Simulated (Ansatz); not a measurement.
A made-up structure of SiH2OF (charge +1), singlet:

O1  (-0.579, -0.751, -0.016)
Si2  (0.344, 0.139, 0.094)
F3  (0.145, 1.673, -0.404)
H4  (-1.346, -0.557, -0.363)
H5  (1.437, -0.503, 0.689)
(Å)

It is relaxed with PBE-D4/def2-SVP and then PBE0-D4/def2-TZVP (Ansatz 0.2.0). Atoms count as bonded within 1.22 times the sum of their covalent radii (H–H: 0.88 Å). The end point is not checked to be a true minimum.

(1) Does its bonding change? (A judgement: the text doesn't fix the answer.)

Results:

(1) Computed: No: no bond forms or breaks.

Where it ends: The first stage lowers the energy by 4.55 eV in 9 steps. It ends as SiH₂OF ([OH][SiH][F]), total charge +1:
O1  (-0.763, -0.805, -0.072)
Si2  (0.421, 0.178, 0.113)
F3  (0.341, 1.649, -0.322)
H4  (-1.652, -0.711, -0.439)
H5  (1.653, -0.311, 0.720)
(Å)

Labels in which every atom is bracketed show which atoms are joined, not bond orders.

For scale, one of the runs: PBE0-D4/def2-TZVP relaxation, 111 basis functions, launched by `ansatz run in.yaml --threads 2 --pin off --events-out ev --progress --plain --max-ram 4352MiB`. Hardware: 2 CPU threads of an Arm Neoverse V2, shared host. Wall time about 8 s.
